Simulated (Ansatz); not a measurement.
Elastic constant C12 (GPa) of solids drawn from the class of intermetallic compounds, at two levels: PBE (Ansatz, a program for electronic structure, PAW), and PBEsol (Ansatz, PAW).

```csv
solid,PBE,PBEsol,shift (%)
fluorite PtAl₂,108,116,+7.4
L1₂ (Cu3Au-type) Cu₃Au,122,148,+21
L1₂ (Cu3Au-type) Al₃Sc,39.9,42.4,+6.3
CsCl-type RuAl,148,160,+8.1
antifluorite Mg₂Ge,20.6,22.3,+8.3
L1₂ (Cu3Au-type) Ni₃Fe,153,178,+16.3
L1₂ (Cu3Au-type) Pt₃Ti,181,204,+12.7
fluorite AuAl₂,87.6,95.9,+9.5
CsCl-type PdIn,101,126,+25
CsCl-type CuZn,109,131,+20
```

The shifts run from +6.3 % to +25 %, with a median of +11.1 %.

Of 10 rows, PBEsol is the larger in 10 and the smaller in 0.

Ansatz's runs of these crystals have no spin polarisation, but for L1₂ (Cu3Au-type) Ni3Fe.

Density-functional runs with spin start from parallel moments for L1₂ (Cu3Au-type) Ni3Fe.

Spin–orbit coupling is left out, also for the solids with elements from indium on (fluorite PtAl2, L1₂ (Cu3Au-type) Cu3Au, L1₂ (Cu3Au-type) Pt3Ti, fluorite AuAl2, CsCl-type PdIn); its size isn't shown.

Each level is taken at its own relaxed cell. Ansatz's density-functional and Hartree–Fock values are scalar-relativistic unless marked +SOC, with PAW data made under PBE.
